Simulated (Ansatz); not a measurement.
Relaxation of CH₅Al (7 atoms, charge 0, multiplicity 1), to a largest force component of 0.03 eV/Å in at most 50 steps.

All numbers below come from RKS PBE0-D4/6-31G* in Ansatz 0.2.0.

```xyz
7
Properties=species:S:1:pos:R:3
Al -0.138 0.141 -1.089
C 1.496 -0.041 1.624
H 0.527 -0.541 1.707
H 2.156 -0.408 2.414
H 1.358 1.038 1.739
H 1.969 -0.255 0.652
H -1.347 0.067 0.068
```

**Question.** Where does it end, and by what steps?

**Answer.** The run converged. The force dipped under the threshold on the way, but the program's further checks kept it going. After 10 steps the energy has fallen by 0.026 eV; Al1 moved furthest, 0.45 Å.

```csv
step,energy less start (eV),largest force component (eV/Å),accepted
0,0.0000,0.217,yes
1,-0.0142,0.078,yes
2,-0.0126,0.348,no
3,-0.0158,0.025,yes
4,-0.0176,0.196,yes
5,-0.0197,0.159,yes
6,-0.0228,0.078,yes
7,-0.0243,0.051,yes
8,-0.0249,0.055,yes
9,-0.0252,0.041,yes
10,-0.0255,0.003,yes
```

```xyz
7
Properties=species:S:1:pos:R:3
Al -0.388 0.510 -1.024
C 1.568 -0.036 1.626
H 0.531 -0.379 1.537
H 1.955 -0.362 2.595
H 1.615 1.054 1.570
H 2.182 -0.468 0.831
H -1.444 -0.318 -0.021
```

Whether the end is a true minimum wasn't checked by a vibrational analysis.

Run time: 10 s on 1 thread of Intel(R) Xeon(R) Platinum 8488C (Sapphire Rapids), with other jobs on the host, peak memory 0.11 GiB.
